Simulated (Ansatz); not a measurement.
**What a trial cell of OsAu2 relaxes into**

Theory: DFT PBE, scalar-relativistic, plane waves, PAW in Ansatz 0.2.0. Cutoff 420 eV, Γ-centred k mesh, Gaussian smearing, no spin polarisation in the final step.

OsAu2 was placed on the AlB2 structure type (P6/mmm, No. 191), with Os in place of Al, Au in place of B, at a guessed volume.

```xyz
3
Lattice="3.6910 0.0000 0.0000 -1.8455 3.1965 0.0000 0.0000 0.0000 3.9852" Properties=species:S:1:pos:R:3 pbc="T T T"
Os    0.0000    0.0000    0.0000
Au    0.0000    2.1310    1.9926
Au    1.8455    1.0655    1.9926
```

Cell and atoms relax at zero pressure; the relaxation can't lower the symmetry of the start. After a coarse first stage the cell is made exact in the group found at 0.06 Å.

Energies over the elements count from the elements' standard structures at the same level, with no empirical corrections.

**Question.** What does it relax into?

**Answer.** It keeps P6/mmm (No. 191), but not the shape of the type it started on. Conventional cell: a = 4.697 Å, c = 2.653 Å. Os is coordinated by 2 Os at 2.65 Å and 12 Au at 3.02 Å; around Au lie 5 Au at 2.65–2.71 Å and 6 Os at 3.02 Å.

```
Os Au
1.0
     4.69730    0.00000    0.00000
    -2.34865    4.06798    0.00000
     0.00000    0.00000    2.65327
Os Au
1 2
Cartesian
  0.0000 0.0000 0.0000
  0.0000 2.7120 1.3266
  2.3487 1.3560 1.3266
```

**Question.** What are its volume, energy, density and gap?

**Answer.** The volume per atom is 16.90 Å³. The density is 19.13 g/cm³. The energy over the elements is 0.79 eV/atom. The gap on the 12×12×18 mesh is 0 eV (a metal).

The final run used a 12×12×18 mesh on its 3-atom cell and 0.10 eV smearing. The k mesh leaves about 4 meV/atom of noise in metals. Spin–orbit coupling is left out. A structure relaxed within its symmetry needn't be a true minimum.

Cost: 4 runs of about 1.1 core-minutes in all, on Intel Xeon 6975P-C (Granite Rapids) (shared hosts).